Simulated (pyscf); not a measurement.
PySCF, gas phase, ωB97X-D3(BJ)/def2-SVP geometries.

Task: What is the homolytic dissociation enthalpy (298 K, ωB97M-D3(BJ)/def2-TZVP) of the Mo–N bond of `[NH2][Mo]([NH2])([Cl])([Cl])([Cl])[Cl]`, to NH₂• + [H₂N–Mo(Cl)(Cl)(Cl)–Cl]•?

Result: Mo–N to NH₂• + [H₂N–Mo(Cl)(Cl)(Cl)–Cl]•: 109.1 kJ/mol. The 7 functionals that were run give +96.3 (M06-2X) to +169.2 kJ/mol (PBE). The radicals are drawn with the spin at the cut bond; how far it spreads was not checked. Other isomers of [H₂N–Mo(Cl)(Cl)(Cl)–Cl]• were not searched in full and may lie lower. Open-shell species with a d-block atom are single-reference here; other states, and whether the spin sits on metal or ligand, were not checked. Elements past Kr carry the def2 core potentials, without spin-orbit coupling.
